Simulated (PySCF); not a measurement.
**What each rung costs, and what it gives**

Saddle point of CH5AlO, closed shell (CH₅AlO ([CH3][AlH][OH]) → AlHO ([O][AlH]) + CH₄; bonds formed: C2–H4; bonds broken: Al1–C2, O3–H4), PBE0-D4/def2-TZVP structure:

```csv
atom,x (Å),y (Å),z (Å)
Al1,-1.1777,-0.0139,0.5948
C2,0.7826,0.1271,-0.3395
O3,-1.3462,-1.5146,-0.0155
H4,-0.0606,-0.8634,-0.3692
H5,-1.5547,1.2899,1.3874
H6,1.3122,0.3681,0.5882
H7,0.5609,1.0475,-0.8902
H8,1.4834,-0.4405,-0.9560
```

Barriers are electronic and count from the start structure reached by relaxing down the imaginary mode.

Computed with PySCF 2.14 with density fitting (its default auxiliary sets; JK sets also for MP2 and CCSD(T)) (basis: as named in each row); correlated methods freeze the cores. B3LYP uses VWN-RPA correlation. Extrapolation: Hartree–Fock as exp(−7.88 √X), correlation as X^−2.97.

Times are rough, for one single point on 4 threads of a shared host (Arm Neoverse V2).

The estimate by CCSD(T) at an estimated basis limit (MP2 extrapolated from triple and quadruple zeta, plus CCSD(T) − MP2 in triple zeta) is 2.905 eV.

| method | basis | time (s) | barrier (eV) | method less estimate |
| --- | --- | --- | --- | --- |
| HF | STO-3G | under 1 | 6.008 | 3.104 |
| B3LYP-D4 | 6-31G | 2 | 3.083 | 0.179 |
| PBE0-D4 | def2-SVP | 3 | 2.856 | -0.049 |
| MP2 | def2-QZVPP | 3 | 2.787 | -0.118 |
| PBE-D4 | def2-SVP | 4 | 2.511 | -0.394 |
| CCSD(T) | def2-SVP | 6 | 3.034 | 0.129 |
| SPW92 | def2-TZVPP | 6 | 2.381 | -0.524 |
| BHLYP-D4 | def2-TZVPP | 7 | 3.176 | 0.271 |
| PBE0-D4 | def2-TZVPP | 8 | 2.813 | -0.092 |
| B3LYP-D4 | def2-TZVPP | 8 | 2.839 | -0.066 |
| PBE-D4 | def2-TZVPP | 9 | 2.508 | -0.397 |
| r2SCAN-D4 | def2-TZVPP | 20 | 2.694 | -0.210 |
| wB97M-V | def2-TZVPP | 110 | 2.917 | 0.012 |
| CCSD(T) | def2-TZVPP | 160 | 2.928 | 0.024 |

All methods are single points on the PBE0-D4 structures.

The T1 diagnostic stays at or below 0.027. The T1 diagnostic is large here, which may signal multireference character or strong orbital relaxation, so CCSD(T) is less sure.

Labels in which every atom is bracketed show which atoms are joined, not bond orders.
